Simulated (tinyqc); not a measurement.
CIS on RHF in the sto-6g basis, frozen core, for H2O, spin multiplicity 1, step by step (part 2 of 2). Computed by tinyqc, a small Python program that keeps every step (integrals from PySCF). Command: `OMP_NUM_THREADS=1 python tinyqc.py 21701 21702 out.jsonl` (the two numbers bound the seeds that draw the settings). One thread of a shared host (Intel(R) Xeon(R) Processor @ 2.60GHz), about 0.1 s of CPU time with the checks.

Geometry (angstrom):
```
atom         x          y         z
O     0.000000   0.000000  0.000000
H     0.000000   0.854000  0.783000
H     0.000000  -0.854000  0.783000
```

## CIS triplet states

CIS matrix A, triplet (hartree), order 2>6, 2>7, 3>6, 3>7, 4>6, 4>7, 5>6, 5>7:
$$\begin{pmatrix}
1.048013 & 0.000000 & 0.000000 & -0.078076 & -0.040418 & 0.000000 & 0.000000 & 0.000000 \\
0.000000 & 1.114587 & -0.078076 & 0.000000 & 0.000000 & 0.014528 & 0.000000 & 0.000000 \\
0.000000 & -0.078076 & 0.405187 & 0.000000 & 0.000000 & -0.065840 & 0.000000 & 0.000000 \\
-0.078076 & 0.000000 & 0.000000 & 0.445222 & -0.065840 & 0.000000 & 0.000000 & 0.000000 \\
-0.040418 & 0.000000 & 0.000000 & -0.065840 & 0.342627 & 0.000000 & 0.000000 & 0.000000 \\
0.000000 & 0.014528 & -0.065840 & 0.000000 & 0.000000 & 0.395952 & 0.000000 & 0.000000 \\
0.000000 & 0.000000 & 0.000000 & 0.000000 & 0.000000 & 0.000000 & 0.254541 & 0.000000 \\
0.000000 & 0.000000 & 0.000000 & 0.000000 & 0.000000 & 0.000000 & 0.000000 & 0.310290
\end{pmatrix}$$

Diagonalise A (1 hartree = 27.211386 eV); each vector has its largest component positive (the first on a tie).

triplet excitation energies (eV): [6.926410, 8.261958, 8.443416, 9.038091, 12.513442, 12.867053, 28.827339, 30.578027]

lowest vectors, order 2>6, 2>7, 3>6, 3>7, 4>6, 4>7, 5>6, 5>7:
$$\begin{pmatrix}
0.000000 & 0.096393 & 0.000000 & 0.000000 & 0.000000 & 0.086123 \\
0.000000 & 0.000000 & 0.000000 & 0.056779 & 0.099581 & 0.000000 \\
0.000000 & 0.000000 & 0.000000 & 0.701252 & 0.704270 & 0.000000 \\
0.000000 & 0.462864 & 0.000000 & 0.000000 & 0.000000 & 0.878096 \\
0.000000 & 0.881173 & 0.000000 & 0.000000 & 0.000000 & -0.470669 \\
0.000000 & 0.000000 & 0.000000 & 0.710649 & -0.702913 & 0.000000 \\
1.000000 & 0.000000 & 0.000000 & 0.000000 & 0.000000 & 0.000000 \\
0.000000 & 0.000000 & 1.000000 & 0.000000 & 0.000000 & 0.000000
\end{pmatrix}$$
